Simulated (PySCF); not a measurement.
# Removing an electron from FHO

Compound: FHO.
Z-matrix (Å and degrees, PBE0-D3(BJ)/def2-SVP geometry), rows numbered from 1:
```
O 
F   1  1.4021
H   1  0.9708  2   98.94
```

The species is `OF` (FHO).

Level: wB97X-D/def2-SVPD (PySCF). Frontier orbitals with their largest atomic shares (Löwdin; up to four atoms above 4 %):

```tsv
orbital	ε (eV)	main atoms
HOMO−3	-16.50	F2 51 %, O1 46 %
HOMO−2	-15.90	F2 68 %, O1 30 %
HOMO−1	-13.24	F2 61 %, O1 33 %, H3 6 %
HOMO	-11.41	?
LUMO	0.68	O1 52 %, F2 41 %, H3 7 %
LUMO+1	2.21	O1 58 %, H3 31 %, F2 12 %
LUMO+2	4.21	O1 64 %, F2 30 %, H3 6 %
```

**Question.** What vertical ionisation energy does ΔSCF give, and how far is −ε(HOMO) from it?

**Answer.** ΔSCF: 13.05 eV (1259 kJ/mol; threshold wavelength 95.0 nm); ⟨S²⟩ of the doublet left behind is 0.754, against 0.75 for a pure doublet. −ε(HOMO) is 11.41 eV, 1.64 eV below it. In exact Kohn–Sham theory the two would be equal; wB97X-D (range-separated hybrid) falls short of its own ΔSCF value by 13 %. Holes in the HOMO−1 and HOMO−2 were tried too where these lie within 1.2 eV of the HOMO; the lowest converged state counts.

**Question.** On which atoms does the HOMO lie?

**Answer.** O1 (hydroxyl oxygen) 64 %, F2 (fluorine bonded to O) 33 %, so more than half of it is on one atom. The HOMO−1 lies 1.83 eV lower.

**Question.** What total energies stand behind the ΔSCF value?

**Answer.** E(N) = -175.35763 Eh and E(N − 1) = -174.87793 Eh at the same geometry, 0.47970 Eh apart.

**Question.** Shift the occupied levels rigidly so that −ε(HOMO) equals the ΔSCF value. What binding energies result?

**Answer.** The shift is +1.64 eV: HOMO 13.05, HOMO−1 14.88, HOMO−2 17.54, HOMO−3 18.14 eV. A rigid shift is only a rough guide to the deeper ionisations.

Isolated species at its PBE0-D3(BJ)/def2-SVP geometry, gas phase.

wB97X-D is run here without its empirical dispersion term; that term would change no orbital, density or response property at a fixed geometry.
